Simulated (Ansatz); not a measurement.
**AlO (quartet): the correlation ladder, def2-TZVPP**

One table from this session's results is given with a row withheld; the runs are named, their logs left out.

The runs use Ansatz 0.2.0, Gaussian basis; def2-TZVPP, core rule «outside noble gas», up to 6 orbitals frozen.

The runs, in order: UHF; ROHF; CCSD(T) on UHF.

2 further runs of the same task are left out: 2 set aside as unsound or not needed.

## The system

The geometry is a PBE0/def2-TZVP stationary point (not a proven minimum) of the parent state, kept for this charge and spin.

2 atoms, charge 0, spin multiplicity 4.

Atoms are counted from 1 here; the program's logs count them from 0.

Bond lengths: Al1–O2 1.620 Å.

Set-up of the first run:

in.yaml reads:

```yaml
crystal:
  periodic: [false, false, false]
  atoms:
    - {symbol: Al, position_ang: [0.000000, 0.000000, 0.000000]}
    - {symbol: O, position_ang: [0.000000, 0.000000, 1.620001]}
basis:
  gaussian: {orbitals: def2-TZVPP}
magnetization: {spin_polarized: true, initial_magnetization: 3}
hamiltonian: {xc: hf}
output: {orbitals: {seedname: orbitals}}
```

On the command line:

```sh
$ ansatz run in.yaml --threads 1 --pin off --events-out ev --progress --plain --max-ram 4096MiB --backend cpu
```

Among the steps run: UHF; ROHF; CCSD(T) on UHF.

One table of the session follows, with a row left open; its other results are not shown here.

| method | from UCCSD(T) (meV) |
| --- | --- |
| ROHF | +6480.2 |
| UHF | ? |
| UMP2 | +631.8 |
| UCCSD | +200.1 |
| UCCSD(T) | 0 |

Q: Estimate the row for UHF from the others.

The run gave: from UCCSD(T) (meV): +6339.5. In the column «from UCCSD(T) (meV)» it lies between UMP2 (+631.8) and ROHF (+6480.2).
